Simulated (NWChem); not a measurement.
System: methylamine (CH5N); SMILES CN

The following NWChem deck was run.

```
start job
memory heap 200 mb stack 900 mb global 1100 mb
geometry units angstroms noautosym nocenter noautoz
  C     -0.007721     0.690034     0.000000
  N     -0.096730    -0.753659     0.000000
  H     -0.528114     1.096772    -0.881724
  H     -0.528114     1.096772     0.881724
  H      1.016671     1.119737     0.000000
  H      0.376435    -1.141446    -0.813320
  H      0.376435    -1.141446     0.813320
end
basis spherical
  * library 6-31+g*
end
dft
  xc xpbe96 cpbe96
  iterations 150
end
property
  response 1 0.0
end
task dft property
```

Output (shortened):

```
             Northwest Computational Chemistry Package (NWChem) 7.3.0
             --------------------------------------------------------

                             Geometry "geometry" -> ""
                             -------------------------

 Output coordinates in angstroms (scale by  1.889725989 to convert to a.u.)

  No.       Tag          Charge          X              Y              Z
 ---- ---------------- ---------- -------------- -------------- --------------
    1 C                    6.0000    -0.00772100     0.69003400     0.00000000
    2 N                    7.0000    -0.09673000    -0.75365900     0.00000000
    3 H                    1.0000    -0.52811400     1.09677200    -0.88172400
    4 H                    1.0000    -0.52811400     1.09677200     0.88172400
    5 H                    1.0000     1.01667100     1.11973700     0.00000000
    6 H                    1.0000     0.37643500    -1.14144600    -0.81332000
    7 H                    1.0000     0.37643500    -1.14144600     0.81332000

 Effective nuclear repulsion energy (a.u.)      42.0591357843

  pbe96 is a nonlocal functional; adding pw91lda local functional.
                              NWChem Property Module
                              ----------------------

                                 NWChem DFT Module
                                 -----------------

 Summary of "ao basis" -> "ao basis" (spherical)
 ------------------------------------------------------------------------------
       Tag                 Description            Shells   Functions and Types
 ---------------- ------------------------------  ------  ---------------------
 C                          6-31+g*                  8       18   4s3p1d
 N                          6-31+g*                  8       18   4s3p1d
 H                          6-31+g*                  2        2   2s

            General Information
            -------------------
          SCF calculation type: DFT
          Wavefunction type:  closed shell.
          No. of atoms     :     7
          No. of electrons :    18
           Alpha electrons :     9
            Beta electrons :     9
          Charge           :     0
          Spin multiplicity:     1
          Use of symmetry is: off; symmetry adaption is: off
          Maximum number of iterations: 150
          AO basis - number of functions:    46
                     number of shells:    26
          Convergence on energy requested:  1.00D-06
          Convergence on density requested:  1.00D-05
          Convergence on gradient requested:  5.00D-04

              XC Information
              --------------
          PerdewBurkeErnzerhof Exchange Functional  1.000
            Perdew 1991 LDA Correlation Functional  1.000 local
           PerdewBurkeErnz. Correlation Functional  1.000 non-local

             Grid Information
             ----------------
          Grid used for XC integration:  medium
          Radial quadrature: Mura-Knowles
          Angular quadrature: Lebedev.
          Tag              B.-S. Rad. Rad. Pts. Rad. Cut. Ang. Pts.
          ---              ---------- --------- --------- ---------
          C                   0.70       49           9.0       434
          N                   0.65       49          10.0       434
          H                   0.35       45           9.0       434
          Grid pruning is: on
          Number of quadrature shells:   323
          Spatial weights used:  Erf1

      Superposition of Atomic Density Guess
      -------------------------------------

 Sum of atomic energies:         -94.45029640

      Non-variational initial energy
      ------------------------------

 Total energy =     -95.622988
 1-e energy   =    -209.128574
 2-e energy   =      71.446450
 HOMO         =      -0.315778
 LUMO         =       0.043859

   convergence    iter        energy       DeltaE   RMS-Dens  Diis-err
 ---------------- ----- ----------------- --------- --------- ---------
 d= 0,ls=0.0,diis     1    -95.6948759095 -1.38D+02  1.90D-02  2.75D-01
 d= 0,ls=0.0,diis     2    -95.6932612653  1.61D-03  1.18D-02  2.75D-01
 d= 0,ls=0.0,diis     3    -95.7179594287 -2.47D-02  3.05D-03  5.56D-02
 d= 0,ls=0.0,diis     4    -95.7238904547 -5.93D-03  9.50D-04  7.38D-04
 d= 0,ls=0.0,diis     5    -95.7239697261 -7.93D-05  1.55D-04  9.30D-05
  Resetting Diis
 d= 0,ls=0.0,diis     6    -95.7239813661 -1.16D-05  3.53D-05  2.88D-06
 d= 0,ls=0.0,diis     7    -95.7239817400 -3.74D-07  7.67D-06  3.29D-08

         Total DFT energy =      -95.723981740028
      One electron energy =     -211.511562774174
           Coulomb energy =       87.782065737177
    Exchange-Corr. energy =      -14.053620487362
 Nuclear repulsion energy =       42.059135784331

 Numeric. integr. density =       17.999998475385

                       DFT Final Molecular Orbital Analysis
                       ------------------------------------

[...]

 DFT Linear Response polarizability / au
 Frequency  =       0.0000000 / au
              X              Y              Z
 -----------------------------------------------
 X      22.3575686      1.0407009      0.0000000
 Y       1.0406957     24.7459744      0.0000000
 Z       0.0000000      0.0000000     21.0522578
 -----------------------------------------------
 Eigenvalues =      21.9677327     25.1358103     21.0522578
 Isotropic   =      22.7186003
 Anisotropic =       3.7114830
 -----------------------------------------------

 Magnetic Dipole Response Matrix (nonzero elements):

 Exiting AOResponse driver routine
```

Level: PBE/6-31+G* (spherical d). Coordinates come from a PBE0/def2-SVP optimisation.
